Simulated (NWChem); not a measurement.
Polarisability of hydrogen fluoride (HF)

SMILES: F
```xyz
2

F      0.0000     0.0000     0.0925
H      0.0000     0.0000    -0.8323
```
Charge 0, spin multiplicity 1.

All runs are NWChem calculations. The geometry was optimised at B3LYP/def2-SVP, a minimum by its harmonic frequencies.

Basis set: 6-31G*. Static limit. This basis has no diffuse functions, which lowers polarisabilities.

```json
[
 {"method": "HF", "isotropic polarisability (bohr³)": "2.63", "difference from CCSD linear response": "-0.06"},
 {"method": "BHandHLYP", "isotropic polarisability (bohr³)": "2.69", "difference from CCSD linear response": "-0.01"},
 {"method": "PBE", "isotropic polarisability (bohr³)": "2.78", "difference from CCSD linear response": "+0.08"},
 {"method": "B3LYP", "isotropic polarisability (bohr³)": "2.73", "difference from CCSD linear response": "+0.04"},
 {"method": "CCSD linear response", "isotropic polarisability (bohr³)": "2.69", "difference from CCSD linear response": "0.00"}
]
```

The values span 0.15 bohr³, from HF (lowest) to PBE (highest). 

The correlated methods keep 1 core orbital frozen. B3LYP has NWChem's definition, with VWN1-RPA local correlation. The Pople sets run with spherical d functions. Coupled-cluster values serve here as a point of comparison, not as the truth.
